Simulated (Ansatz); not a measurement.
# C₄H₅N: basis-set convergence

An exercise on one series of results from a longer session: the logs are not shown, and one member is left open.

Method: one geometry, several basis sets; program: Ansatz 0.2.0, Gaussian basis.

Plan: PBE0-D4/def2-SVP; ωB97M-V/def2-SVP; PBE0-D4/def2-QZVPP; ωB97M-V/def2-QZVPP; the functionals' def2-TZVPP values are taken from earlier runs.

## Structure used throughout

The geometry comes from an earlier relaxation with PBE0-D4 in a triple-zeta def2 set; it is a stationary point, not always the lowest conformer.

SMILES `C=NC#CC`, 10 atoms, charge 0, spin multiplicity 1.

Atoms are counted from 1 here; the program's logs count them from 0.

Bond lengths: C1–N2 1.270 Å, C1–H6 1.093 Å, C1–H7 1.087 Å, N2–C3 1.333 Å, C3–C4 1.207 Å, C4–C5 1.449 Å, C5–H8 1.093 Å, C5–H9 1.094 Å, C5–H10 1.094 Å. Angles: N2–C1–H6 123.3°, N2–C1–H7 118.3°, H6–C1–H7 118.4°, C1–N2–C3 121.5°, N2–C3–C4 174.1°, C3–C4–C5 179.8°, C4–C5–H8 112.0°, C4–C5–H9 110.7°, C4–C5–H10 110.6°, H8–C5–H9 108.1°, H8–C5–H10 108.0°, H9–C5–H10 107.3°.

The first run:

The input, in.yaml:

```yaml
crystal:
  periodic: [false, false, false]
  atoms:
    - {symbol: C, position_ang: [-1.470463, 0.439653, -2.117052]}
    - {symbol: N, position_ang: [-0.902276, -0.530370, -1.526890]}
    - {symbol: C, position_ang: [-0.198610, -0.350654, -0.409643]}
    - {symbol: C, position_ang: [0.459948, -0.309787, 0.600479]}
    - {symbol: C, position_ang: [1.250203, -0.255285, 1.813313]}
    - {symbol: H, position_ang: [-1.423750, 1.471169, -1.757660]}
    - {symbol: H, position_ang: [-2.031289, 0.233208, -3.025185]}
    - {symbol: H, position_ang: [1.313088, 0.759137, 2.214888]}
    - {symbol: H, position_ang: [0.818362, -0.899111, 2.584574]}
    - {symbol: H, position_ang: [2.267886, -0.609159, 1.626277]}
basis:
  gaussian: {orbitals: def2-SVP}
hamiltonian: {xc: pbe0, dispersion: d4}
output: {orbitals: {seedname: orbitals}}
```

Run with:

```sh
> ansatz run in.yaml --threads 2 --pin off --events-out ev --progress --plain --max-ram 4352MiB
```

Steps of the session up to this table: PBE0-D4 in def2-SVP; ωB97M-V in def2-SVP; PBE0-D4 in def2-QZVPP; ωB97M-V in def2-QZVPP.

One of the session's tables, all rows but one given; the rest of the session is left out.

It belongs to the step «Functionals by basis». 

```
functional       basis  HOMO (eV)
   PBE0-D4    def2-SVP          ?
   PBE0-D4  def2-TZVPP      -6.68
   PBE0-D4  def2-QZVPP      -6.70
   ωB97M-V    def2-SVP      -8.78
   ωB97M-V  def2-TZVPP      -8.90
   ωB97M-V  def2-QZVPP      -8.91
```

**Question.** Estimate the row for PBE0-D4, def2-SVP.

As computed: HOMO (eV): -6.59. In the column «HOMO (eV)» it is the highest.
